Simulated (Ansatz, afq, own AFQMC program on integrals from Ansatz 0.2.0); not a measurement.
BH4⁺, singlet in cc-pVDZ, levels against full CI

```yaml
atoms:
  - { symbol: B, position_ang: [0.0006, 0.0231, -0.0234] }
  - { symbol: H, position_ang: [-0.0150, 0.8845, 0.8265] }
  - { symbol: H, position_ang: [-0.0293, -1.1667, 1.1821] }
  - { symbol: H, position_ang: [0.0219, 0.8730, -0.8846] }
  - { symbol: H, position_ang: [0.0162, -0.8384, -0.8732] }
```

Basis cc-pVDZ. Only valence electrons are correlated. Integrals, coupled cluster, full CI and functionals: Ansatz 0.2.0; the random walks run on the same integrals in our own AFQMC program. ph-AFQMC/CISD is guided by a CISD state made of CCSD amplitudes; releasing the constraint for a short imaginary time cuts its bias at the price of noise, slowly where states lie close. Uncertainties: one standard error, sampling alone.

Determinant: RHF, the one that the program's search chose, which needn't be the lowest solution. The geometry is a point of a scan.

Full CI on the same integrals is exact in this basis and with this determinant's frozen core.

Cautions: restricted determinant unstable towards unrestricted (UHF 65 meV lower, ⟨S²⟩ 0.28); the ph-AFQMC/CISD walk drifts between its halves (2.1 errors).

* T1 diagnostic: 0.0155
* weight of the determinant in the CISD state: 0.903
* size of the correlated space: 6 electrons in 33 orbitals

```csv
level,correlation energy (eV)
MP2,-3.0202
CCSD,-3.8168
CCSD(T),-3.9115
```

Estimate where full CI lies against CCSD(T) on the same integrals.

0.60 kcal/mol below CCSD(T).

Reference: full CI, correlation energy -3.938 eV. The released energy is read at 2.40 1/Eh (meV from the phaseless value at times in 1/Eh: -4.2 ± 1.7 at 0.24, -6.9 ± 1.6 at 0.51, -8.0 ± 1.1 at 0.99, -10.7 ± 1.2 at 1.62, -12.0 ± 1.4 at 2.40).

```
         level  E − E(reference) (kcal/mol)  share of correlation (%)
       CCSD(T)                         0.60                     99.34
         CCSDT                         0.16                     99.82
      CCSDT(Q)                         0.03                     99.97
        CCSDTQ                         0.00                    100.00
   ph-AFQMC/HF                 -0.86 ± 0.59                    100.95
 ph-AFQMC/CISD                  0.31 ± 0.05                     99.66
released AFQMC                  0.04 ± 0.03                     99.96
```

CCSDT and higher add their correlation energy to the determinant of the CCSD(T) run, since their own runs factorise the integrals more tightly (a shift of under 2 meV). A walk keeps the symmetry of its determinant, which the program's search chose and which needn't be the lowest solution, so a lower state of the same spin and another symmetry isn't excluded. Released energies are given only where the last usable release times agree within the noise; a slower fall can still hide under it.
